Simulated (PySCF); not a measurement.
Species: C3H4ClFO.
SMILES with atom numbers: `[CH3:1][C@H:2]([F:3])[C:4](=[O:5])[Cl:6]` (hydrogens: H7, H8, H9 on C1; H10 on C2)

Level of theory: TDDFT CAM-B3LYP/def2-SVPD, vertical, gas phase, core orbitals frozen in the response (PySCF). The structure is a single PBE0-D3(BJ)/def2-SVP conformer in the gas phase; no vibrational or solvent corrections. Torsions of this conformer, `[CH3:1][C@H:2]([F:3])[C:4](=[O:5])[Cl:6]`: C1–C2–C4–O5 110°.

Frontier orbitals with the atoms that hold most of them (Löwdin shares over 4%, at most four atoms; ? is withheld):

```
orbital  ε (eV)                            atoms
 HOMO-3  -12.01  F3 35%, C2 21%, C1 16%, H10 11%
 HOMO-2  -11.15           Cl6 77%, O5 10%, C4 9%
 HOMO-1  -11.08            Cl6 77%, C4 8%, F3 4%
   HOMO  -10.32                                ?
   LUMO       ?                                ?
 LUMO+1    1.08    Cl6 47%, C4 17%, C1 9%, C2 6%
 LUMO+2    1.23  Cl6 33%, C2 13%, C4 12%, C1 10%
```

(1) Which atoms hold the HOMO, and with what shares?

(2) Give the leading atoms of the LUMO.

(3) What is the LUMO energy, and the HOMO–LUMO gap?

Answers

(1) O5 (bonded to C) 50%; Cl6 (bonded to C) 24%; C2 (bonded to 2 C, F and H) 9%; C4 (bonded to C, Cl and O) 9%. By element: oxygen 50%, chlorine 24%, carbon 18% or more.

(2) C4 (bonded to C, Cl and O) 39%; O5 (bonded to C) 33%; Cl6 (bonded to C) 11%; C2 (bonded to 2 C, F and H) 6%. By element: carbon 45% or more, oxygen 33%, chlorine 11%.

(3) ε(LUMO) = -0.33 eV; the gap is 9.99 eV (0.3673 hartree).

Problem. The HOMO–LUMO gap is 9.99 eV. Where does the response calculation put the lowest singlet, and from which orbitals?

Solution. S1 is at 5.16 eV (f = 0.0003), 4.84 eV below the gap, made of HOMO→LUMO (95%). 

Problem. Give energy, strength and leading configuration of S1, S2 and S3, and follow the Löwdin shares of the leading atoms from the occupied to the empty orbital.

Solution. 
- S1 (5.16 eV, f 0.0003), HOMO→LUMO (95%): O5 50% → 33%, Cl6 24% → 11%, C4 9% → 39%
- S2 (6.77 eV, f 0.0002), HOMO-1→LUMO (95%): Cl6 77% → 11%, C4 8% → 39%, O5 at most 4% → 33%
- S3 (7.07 eV, f 0.0073), HOMO-2→LUMO (76%): Cl6 77% → 11%, O5 10% → 33%, C4 9% → 39%
